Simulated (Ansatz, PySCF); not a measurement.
## Smallest direct gap on the k points sampled of cubic BN at several levels of theory

No measured value is used here.

```tsv
level (code)	value (eV)	cell (Å³/atom)
LDA (Ansatz)	…	5.91
PBE (Ansatz)	…	5.91
PBE-D3(BJ) (Ansatz)	8.86	5.86
r²SCAN+rVV10 (Ansatz)	9.59	5.86
PBE0 (Ansatz)	11.33	5.91
Hartree–Fock (Ansatz)	19.40	5.91
G0W0@PBE0 (PySCF)	11.81 ± 0.1	5.91
```

### Question
Some entries are withheld; supply them.

### Answer

- LDA (Ansatz, a program for electronic structure), value (eV): 8.69
- PBE (Ansatz), value (eV): 8.83

At these levels the smallest gap is indirect and lower: LDA 4.36, PBE 4.47, PBE-D3(BJ) 4.48, r²SCAN+rVV10 4.96, PBE0 6.55, Hartree–Fock 13.72, G0W0@PBE0 6.85 eV. Computed values are for a static lattice.  A ± on a computed value is a rough bar: the spread of its extrapolation, a floor set from checks against published values, or a statistical error. Values are at the measured cell; PBE-D3(BJ) at the level's own equilibrium cell; r²SCAN+rVV10 at the level's own equilibrium cell. Cutoffs and k meshes differ between the levels. Ansatz's density-functional and Hartree–Fock values are scalar-relativistic unless marked +SOC, with PAW data made under PBE.
